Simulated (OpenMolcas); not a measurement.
# Predicting a hybrid from its neighbours: C3H3N (E-propargylimine)

The species is C3H3N (7 atoms), meant as a singlet with charge 0. SMILES: `[H]/N=C/C#C`. Geometry: relaxed at PBE0-D4/def2-TZVP.

The dipole moment y, in D, basis def2-SVPD; a is the functional's share of exact exchange. Programs: OpenMolcas 26.06.

| functional | program | a | y (D) |
| --- | --- | --- | --- |
| r2SCAN | OpenMolcas | 0 | 1.94 |
| TPSS | OpenMolcas | 0 | 1.89 |
| B3LYP | OpenMolcas | 0.2 | ? |
| PBE0 | OpenMolcas | 0.25 | 1.95 |
| BHLYP | OpenMolcas | 0.5 | 2.03 |

Task: Fit y = c + s·a to the known rows and predict B3LYP.

Result: 
1. Means of the 4 rows: a = 0.1875, y = 1.952.
2. Σ(Δa)² = 0.17188, Σ(Δa·Δy) = 0.038125, so the slope is 0.038125/0.17188 = 0.22181.
3. Intercept: 1.952 − (0.22181) × 0.1875 = 1.910. The largest residual of the fit is 0.030.
4. B3LYP: 1.910 + (0.22181) × 0.2 = 1.95 D.

The run gave 1.96 D, so the prediction is off by -0.01 D, within the scatter of the fit. More exact exchange makes the molecule more polar here. The rows mix families of semi-local functionals, which the line can't see.
